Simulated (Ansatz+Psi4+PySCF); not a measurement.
**doublet LiO2: levels of theory in one basis**

```
atom   x (Å)    y (Å)   z (Å)
  Li  0.0000   0.0000  0.0000
   O  0.0000   0.6929  1.6937
   O  0.0000  -0.6475  1.5827
```

Basis set: cc-pCVTZ on Li; cc-pVTZ on O (spherical functions). Left uncorrelated: 2 orbitals. Correlation on ROHF uses semicanonical orbitals with singles. Charge 0, multiplicity 2.

Computed with Ansatz (development build ahead of 0.2.0) and Psi4 1.11; each method stands on the lowest determinant of its kind that the runs found.

```
      method  E − E(ROHF) (eV)  <S²> of the determinant
        ROHF              0.00                     0.75
         UHF             -0.32                     0.79
    ROHF-MP2            -14.17                        –
     UHF-MP2            -14.19                     0.79
   ROHF-CCSD            -14.35                        –
    UHF-CCSD            -14.37                     0.79
ROHF-CCSD(T)            -14.92                        –
 UHF-CCSD(T)            -14.92                     0.79
```

Caution for ROHF-MP2, ROHF-CCSD, ROHF-CCSD(T): large amplitudes, a single reference is doubtful.
